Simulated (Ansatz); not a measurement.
C4H10O2 can be A, `COCCOC`, or B, `CC(O)CCO`.

Gas-phase electronic energies from Ansatz, PBE0-D4/def2-TZVP geometries. CCSD(T)/CBS is the MP2 limit (def2-TZVPP, def2-QZVPP) plus CCSD(T) − MP2 in def2-TZVPP, frozen cores. Functionals use def2-TZVPP. B3LYP here is the variant with VWN-RPA as its local correlation; programs differ in this. Each species was taken in one conformer, which may not be the lowest.

A:

```xyz
16

C    -1.6983   -1.2978   -0.7510
O    -1.1420   -1.5019    0.5248
C     0.2459   -1.3125    0.5949
C     0.6742    0.1257    0.7624
O     0.5288    0.8261   -0.4464
C     0.8880    2.1738   -0.3277
H    -1.6299   -0.2535   -1.0693
H    -1.1982   -1.9230   -1.5037
H    -2.7467   -1.5928   -0.6907
H     0.5869   -1.8684    1.4737
H     0.7427   -1.7381   -0.2894
H     1.7277    0.1472    1.0881
H     0.0703    0.5947    1.5541
H     1.9386    2.2847   -0.0235
H     0.2596    2.6957    0.4074
H     0.7524    2.6402   -1.3037
```

B:

Z-matrix (Å, degrees):
```
C
C 1 1.511
H 1 1.091 2 110.0
H 1 1.092 2 111.1 3 -120.3
H 1 1.093 2 110.2 3 119.1
O 2 1.413 1 107.3 3 -55.3
C 2 1.524 1 112.1 3 -178.2
H 2 1.104 1 108.6 3 63.0
H 6 0.966 2 106.9 1 -169.3
C 7 1.517 2 113.8 1 -175.0
H 7 1.098 2 108.8 1 61.8
H 7 1.096 2 109.1 1 -54.4
O 10 1.424 7 113.4 2 -61.6
H 10 1.094 7 110.0 2 55.9
H 10 1.097 7 110.5 2 174.2
H 13 0.961 10 108.2 7 -67.9
```

(1) Which is lower in electronic energy at CCSD(T)/CBS, and by how much? (An estimate is asked.)

(2) Give E(B) − E(A) in kcal/mol with ωB97M-V, PBE0-D4, B2PLYP, B3LYP, r2SCAN-D4, B3LYP-D4, MP2/def2-TZVPP. (An estimate is asked.)

Largest T1 diagnostic: 0.010.

Answers

(1) The calculation gave: B, by 26.9 kcal/mol.

(2) Ansatz gave: ωB97M-V -25.4, PBE0-D4 -25.4, B2PLYP -23.7, B3LYP -21.8, r2SCAN-D4 -25.0, B3LYP-D4 -22.6, MP2/def2-TZVPP -27.7. None reverses the order clearly.

From PBE to PBE0 (25 % exact exchange), in def2-TZVPP and without D4, E(B) − E(A) moves by −1.0 kcal/mol. In def2-TZVPP, CCSD(T) changes the Hartree–Fock value by −5.6 kcal/mol (the triples alone add −0.4 kcal/mol) and MP2 by −7.6 kcal/mol.
